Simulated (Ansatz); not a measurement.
```yaml
crystal:
  periodic: [false, false, false]
  atoms:
    - {symbol: W, position_ang: [-0.357759, -0.000026, -0.000534]}
    - {symbol: Si, position_ang: [2.135228, 0.000155, 0.003186]}
    - {symbol: H, position_ang: [2.877838, 1.263611, 0.001502]}
    - {symbol: H, position_ang: [2.878013, -1.263194, 0.007086]}
basis:
  gaussian: {orbitals: def2-TZVP}
magnetization: {spin_polarized: true, initial_magnetization: 6}
hamiltonian: {xc: pbe0}
relax: {f_tol: 0.004, max_steps: 80}
```

```sh
$ ansatz run in.yaml --threads 1 --pin off --events-out ev --progress --plain --max-ram 2176MiB
```

Steps of the relaxation (energy above the last step; positions in Å, forces in eV/Å):

```
4
step 1, 50.0 meV
W    -0.358    0.000   -0.001   -0.285    0.000    0.000
Si    2.135    0.000    0.003   -0.701    0.000   -0.001
H     2.878    1.264    0.002    0.493    0.182    0.000
H     2.878   -1.263    0.007    0.493   -0.182    0.001
```

```
4
step 2, 2.8 meV
W    -0.448    0.000   -0.001    0.179    0.000    0.000
Si    2.086    0.000    0.003   -0.147    0.000    0.000
H     2.948    1.211    0.002   -0.016    0.075    0.000
H     2.948   -1.211    0.007   -0.016   -0.075    0.000
```

```
4
step 3, 0.0 meV
W    -0.428    0.000   -0.001    0.018    0.000    0.000
Si    2.089    0.000    0.003   -0.029    0.000    0.000
H     2.936    1.225    0.002    0.006   -0.005    0.000
H     2.937   -1.224    0.007    0.006    0.005    0.000
```

```
4
step 4, 0.0 meV
W    -0.428    0.000   -0.001    0.000    0.000    0.000
Si    2.087    0.000    0.003    0.001    0.000    0.000
H     2.937    1.223    0.002    0.000   -0.001    0.000
H     2.937   -1.223    0.007    0.000    0.001    0.000
```

Close pairs at the end: Si2–H3 1.489 Å, Si2–H4 1.489 Å, W1–Si2 2.515 Å.

A stationary point of unrestricted PBE0 after 4 steps, with ⟨S²⟩ = 12.017 against 12.00 for a pure state; no frequencies were run, so it isn't proven a minimum. 11 s on 1 thread of Intel Xeon 6975P-C, shared host.
